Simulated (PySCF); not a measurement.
Species: C₄H₄N₂.
Numbering: `[CH2:1]=[CH:2]/[N:3]=[CH:4]\[C:5]#[N:6]` (hydrogens: H7, H8 on C1; H9 on C2; H10 on C4)

A PySCF run (density fitting, gas phase, GFN2-xTB geometry) gave HOMO -6.85 eV, LUMO -3.47 eV, dipole 2.41 D and E = -264.107 Eh.

**Question.** Which of these levels was it?
A. PBE0/pcSseg-1
B. B97-D/aug-cc-pVDZ
C. PBE0/def2-SVPD

**Answer.** B. It is B97-D/aug-cc-pVDZ. All candidates on this geometry:

```json
{"level and settings": "B97-D/aug-cc-pVDZ, start guess huckel", "kind": "GGA", "basis functions": "174", "SCF cycles": "20", "E (Eh)": "-264.1075", "HOMO (eV)": "-6.85", "LUMO (eV)": "-3.47", "dipole (D)": "2.41"}
{"level and settings": "PBE0/def2-SVPD", "kind": "global hybrid", "basis functions": "152", "SCF cycles": "14", "E (Eh)": "-263.7654", "HOMO (eV)": "-7.95", "LUMO (eV)": "-2.71", "dipole (D)": "2.37"}
{"level and settings": "PBE0/pcSseg-1", "kind": "global hybrid", "basis functions": "122", "SCF cycles": "14", "E (Eh)": "-263.9192", "HOMO (eV)": "-7.94", "LUMO (eV)": "-2.65", "dipole (D)": "2.34"}
```

The nearest other candidate, by the summed differences of HOMO and LUMO, is PBE0/def2-SVPD: its HOMO differs by -1.10 eV and its LUMO by +0.76 eV. B97-D ran without the empirical dispersion term, which would shift the total energy alone. Cycle counts include a coarse-grid stage where the run had one.

Conformer computed: `[CH2:1]=[CH:2]/[N:3]=[CH:4]\[C:5]#[N:6]`: C1–C2–N3–C4 179°.
